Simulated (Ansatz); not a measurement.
Pd (fcc, Cu type): values from a third-order Birch-Murnaghan fit to a volume scan beside measured ones. Computed values: PBEsol (plane waves to 420 eV, PAW, scalar-relativistic; Ansatz, a quantum-chemistry and plane-wave program). Pd is run without spin polarisation. Pd was relaxed with its symmetry unable to fall.

```json
[
 {"quantity": "Lattice constant a (Å)", "reference": "3.876", "kind": "measured, corrected to the static lattice"}
]
```

References as given in: Daniel Mejia-Rodriguez, S. B. Trickey, Physical Review B (2018), arXiv:1807.09216.

What does PBEsol give, and how far is that from the reference?


```json
[
 {"quantity": "Lattice constant a (Å)", "PBEsol": "3.876", "difference": "+0.0 %"}
]
```

For the lattice constant a it lies within 0.3 % of the reference.

(Under strain, the slope of the energy per volume gives the stress and its curvature an elastic modulus.)
